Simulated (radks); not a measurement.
**N³⁻ held by a Watson sphere**

An exercise on one series of results from a longer session: the logs are not shown, and one member is left open.

Method: scalar-relativistic Kohn-Sham, LDA (Slater exchange, Perdew-Wang correlation), spin-polarised, spherical densities, point nucleus. Code: radks (a radial shooting solver on a logarithmic mesh, Libxc functionals) version 1.

### The atom as given

| Item | Value |
| --- | --- |
| element | nitrogen (Z = 7) |
| charge | -3 |
| electrons | 10 |
| configuration | [Ne] |

Outer shells as boxes (Hund's rule):

N³⁻
```
[He] core
2s [↑↓]
2p [↑↓][↑↓][↑↓]
```

The first run:

Input:

```text
Z 7
configuration [Ne]
relativity scalar-relativistic
functional lda,pw
spin polarised
nucleus point
c 137.035999084
watson charge 3 radius 1.64 bohr
response adiabatic LDA kernel
```

Among the steps run: R = 1.64 bohr; R = 1.71 bohr; R = 1.79 bohr; R = 1.98 bohr; R = 2.22 bohr; R = 2.61 bohr; R = 3.08 bohr.

One of the session's tables, all rows but one given; the rest of the session is left out.

```
R (bohr)  highest level (eV)  its <r> (bohr)  sum of <r²> (bohr²)  α (bohr³)
    1.64              -8.972           1.598                24.40      13.52
    1.71              -8.691           1.628                25.29      14.70
    1.79              -8.379           1.663                26.32      16.16
    1.98              -7.681           1.743                28.81      20.18
    2.22                   ?               ?                    ?          ?
    2.61              -5.790           2.000                37.61      41.17
    3.08              -4.765           2.187                44.92      68.18
```

Estimate the missing values for R (bohr) = 2.22.

Worked estimate for «highest level (eV)». A straight line through the neighbours (1.98, -7.681) and (2.61, -5.790) gives -7.681 + (-5.790 + 7.681) × (2.22 − 1.98) / (2.61 − 1.98) = -6.961; a parabola fitted to 4 rows on both sides gives -6.891.

As computed: highest level (eV): -6.885; its <r> (bohr): 1.842; sum of <r²> (bohr²): 32.05; α (bohr³): 26.59. In «highest level (eV)» the line misses by -0.076 and the parabola by -0.006.

What this shows: From R = 1.64 to 3.08 bohr the top level moves from -8.972 to -4.765 eV and its mean radius from 1.60 to 2.19 bohr. A wider sphere makes a shallower well, so the ion swells.
